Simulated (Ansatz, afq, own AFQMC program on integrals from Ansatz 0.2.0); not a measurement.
H₂O + S, triplet in cc-pVTZ along one coordinate

```yaml
atoms:
  - { symbol: O, position_ang: [-0.8431, -0.2316, 0.0000] }
  - { symbol: H, position_ang: [-1.0924, 0.6949, 0.0000] }
  - { symbol: H, position_ang: [0.1165, -0.2316, 0.0000] }
  - { symbol: S, position_ang: [1.8189, -0.2316, 0.0000] }
```

A hydrogen atom is moved from one rigid fragment to the other; the O1–H3 distance tells how far. The two fragments are held close together, so this isn't a minimum-energy path and the start is a compressed complex. Energies in kJ/mol count from this geometry (0.960 Å) at the same level; the start stands on UHF, each point on the determinant named.

Basis cc-pVTZ. Noble-gas cores (and the filled d shells of Ga–Kr and In–Xe) are frozen. Ansatz 0.2.0 and our own AFQMC program on the same integrals; the CISD trial comes from CCSD amplitudes, and released means the phaseless constraint is let go. ± is one standard error of the sampling.

Cautions, each for one point or more: lower spins were not checked; the ph-AFQMC/CISD walk drifts between its halves; unrestricted determinant slightly spin contaminated.

```
r(O1–H3) / Å  det.     T1  weight  ⟨S²⟩  wB97M-V   PBE  CCSD(T)
       1.052   UHF  0.019    0.87  2.03     16.9   4.2     20.5
       1.098   UHF  0.020    0.86  2.04     31.5  13.0     37.2
       1.144   UHF  0.022    0.86  2.05     47.0  23.9     54.9
       1.190   UHF  0.027    0.85  2.06     61.9  35.9     71.8
       1.282   UHF  0.030    0.85  2.04     87.3  62.3     99.8
```

**Question.** Estimate the curve of phaseless AFQMC with a CISD trial, counted from the same start.

**Answer.** 
```tsv
r(O1–H3) / Å	det.	T1	weight	⟨S²⟩	ph-AFQMC/CISD	released AFQMC
1.052	UHF	0.019	0.87	2.03	19.7 ± 0.7	–
1.098	UHF	0.020	0.86	2.04	38.2 ± 1.0	34.7 ± 1.6*
1.144	UHF	0.022	0.86	2.05	54.4 ± 1.0	52.1 ± 1.7
1.190	UHF	0.027	0.85	2.06	71.3 ± 0.7	–
1.282	UHF	0.030	0.85	2.04	98.6 ± 0.7	–
```

Weight is that of the determinant in the CISD state; at the start T1 is 0.019 and the weight 0.87, and ⟨S²⟩ is 2.02. An asterisk marks released energies that aren't shown to be converged. A dash marks a missing value, a released energy that hasn't settled or a functional that sits on another state. Largest departures from phaseless AFQMC with a CISD trial: CCSD(T) 1.3 kJ/mol at 1.282 (on UHF) (within the noise), wB97M-V -11.3 kJ/mol at 1.282, PBE -36.2 kJ/mol at 1.282. The walk's constraint bias lies outside its error bars, so these are departures and not errors. Functionals count only at points shown to share the start's state and spin.

A walk keeps the symmetry of its determinant, which the program's search chose and which needn't be the lowest solution, so a lower state of the same spin and another symmetry isn't excluded.
